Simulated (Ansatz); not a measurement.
# BClH₂O (built from SMILES OBCl): functionals against CCSD(T) at one geometry

One table from this session's results is given with a row withheld; the runs are named, their logs left out.

Computed with Ansatz 0.2.0, Gaussian basis. Level: single points in def2-TZVPP.

Correlated methods freeze the cores.

### Starting geometry

5 atoms, charge 0, spin multiplicity 1.

Atoms are counted from 1 here; the program's logs count them from 0.

Bond lengths: B1–O3 1.338 Å, B1–H4 1.339 Å, B1–Cl5 1.752 Å, O3–H4 1.203 Å. Angles: O3–B1–H4 53.4°, O3–B1–Cl5 146.2°, H4–B1–Cl5 159.5°, B1–O3–H4 63.3°, B1–H4–O3 63.2°.

Coordinates:

```mol
BClH2O
  3D, bonds by distance, orders not assigned

  5  4  0  0  0  0  0  0  0  0999 V2000
   -0.1599    0.1863   -0.3222 B   0  0
    0.5783   -0.0995    1.2010 H   0  0
   -0.5492   -1.0933   -0.3124 O   0  0
    0.0968   -0.7183    0.6310 H   0  0
   -0.3017    1.7454   -1.1093 Cl  0  0
  1  3  8  0
  1  4  8  0
  1  5  8  0
  3  4  8  0
M  END
```

Set-up of the first run:

File run/in.yaml:

```yaml
crystal:
  periodic: [false, false, false]
  atoms:
    - {symbol: B, position_ang: [-0.159900, 0.186300, -0.322200]}
    - {symbol: H, position_ang: [0.578300, -0.099500, 1.201000]}
    - {symbol: O, position_ang: [-0.549200, -1.093300, -0.312400]}
    - {symbol: H, position_ang: [0.096800, -0.718300, 0.631000]}
    - {symbol: Cl, position_ang: [-0.301700, 1.745400, -1.109300]}
basis:
  gaussian: {orbitals: def2-TZVPP}
correlation: {method: ccsd_t}
output: {forces: true}
```

No record of the launch command was kept for these runs.

Among the steps run: CCSD(T)/def2-TZVPP; PBE0-D4/def2-TZVPP; wB97M-V/def2-TZVPP; r2SCAN-D4/def2-TZVPP; PBE-D4/def2-TZVPP; BHLYP-D4/def2-TZVPP; wB97X-V/def2-TZVPP.

One table of the session follows, with a row left open; its other results are not shown here.

```
   method  RMS force component (eV/Å)  angle to CCSD(T) forces (°)  dipole (D)
  CCSD(T)                       1.104                    reference        1.67
  PBE0-D4                       1.246                          6.1        1.73
  wB97M-V                           ?                            ?           ?
r2SCAN-D4                       1.163                          3.8        1.67
   PBE-D4                       1.035                          8.6        1.60
 BHLYP-D4                       1.492                         14.9        1.91
  wB97X-V                       1.238                          5.2        1.77
```

**Question.** Estimate the row for wB97M-V.

As computed: RMS force component (eV/Å): 1.254; angle to CCSD(T) forces (°): 7.6; dipole (D): 1.76. In the column «RMS force component (eV/Å)» it lies between PBE0-D4 (1.246) and BHLYP-D4 (1.492).
